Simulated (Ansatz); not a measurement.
**Si₂H₄S (SMILES [SiH2]1[SiH2]S1): single points off equilibrium**

The task here is to estimate one member of a computed series from the others.

Computed with Ansatz 0.2.0, Gaussian basis. Level: single points in def2-TZVPP.

Correlated methods freeze the cores.

**The system as given**

7 atoms, charge 0, spin multiplicity 1.

Atoms are counted from 1 here; the program's logs count them from 0.

Bond lengths: Si1–Si2 2.205 Å, Si1–S3 2.117 Å, Si1–H4 1.566 Å, Si1–H5 1.556 Å, Si2–S3 2.200 Å, Si2–H6 1.417 Å, Si2–H7 1.539 Å. Angles: Si2–Si1–S3 61.2°, Si2–Si1–H4 124.2°, Si2–Si1–H5 126.6°, S3–Si1–H4 110.0°, S3–Si1–H5 113.9°, H4–Si1–H5 107.8°, Si1–Si2–S3 57.4°, Si1–Si2–H6 130.8°, Si1–Si2–H7 122.0°, S3–Si2–H6 114.1°, S3–Si2–H7 111.1°, H6–Si2–H7 106.5°, Si1–S3–Si2 61.4°.

Coordinates:

```
Si   -0.86460   -0.10610   -0.64910
Si    0.76320    0.49260    0.71280
S     0.45480   -1.59210    0.08080
H    -2.32800   -0.41740   -0.18750
H    -0.87140    0.02510   -2.19950
H     0.77460    0.67520    2.11750
H     2.10430    1.03690    0.19040
```

The first run:

run/in.yaml

```yaml
crystal:
  periodic: [false, false, false]
  atoms:
    - {symbol: Si, position_ang: [-0.864600, -0.106100, -0.649100]}
    - {symbol: Si, position_ang: [0.763200, 0.492600, 0.712800]}
    - {symbol: S, position_ang: [0.454800, -1.592100, 0.080800]}
    - {symbol: H, position_ang: [-2.328000, -0.417400, -0.187500]}
    - {symbol: H, position_ang: [-0.871400, 0.025100, -2.199500]}
    - {symbol: H, position_ang: [0.774600, 0.675200, 2.117500]}
    - {symbol: H, position_ang: [2.104300, 1.036900, 0.190400]}
basis:
  gaussian: {orbitals: def2-TZVPP}
correlation: {method: ccsd_t}
output: {forces: true}
```

On the command line:

```console
ansatz run in.yaml --threads 4 --pin off --events-out ev --progress --plain --max-ram 5222MiB
```

Among the steps run: CCSD(T)/def2-TZVPP; PBE0-D4/def2-TZVPP; wB97M-V/def2-TZVPP; r2SCAN-D4/def2-TZVPP; PBE-D4/def2-TZVPP; r2SCANh-D4/def2-TZVPP; CAM-B3LYP-D4/def2-TZVPP.

One of the session's tables, all rows but one given; the rest of the session is left out.

| method | RMS force component (eV/Å) | angle to CCSD(T) forces (°) | dipole (D) |
| --- | --- | --- | --- |
| CCSD(T) | 0.960 | reference | 1.72 |
| PBE0-D4 | 0.903 | 7.5 | 1.71 |
| wB97M-V | ? | ? | ? |
| r2SCAN-D4 | 0.897 | 5.9 | 1.64 |
| PBE-D4 | 0.866 | 8.7 | 1.53 |
| r2SCANh-D4 | 0.910 | 6.8 | 1.69 |
| CAM-B3LYP-D4 | 0.934 | 7.1 | 1.89 |

Q: Estimate the row for wB97M-V from the others.

**Answer.** RMS force component (eV/Å): 0.942; angle to CCSD(T) forces (°): 6.1; dipole (D): 1.82. In the column «RMS force component (eV/Å)» it lies between CAM-B3LYP-D4 (0.934) and CCSD(T) (0.960).
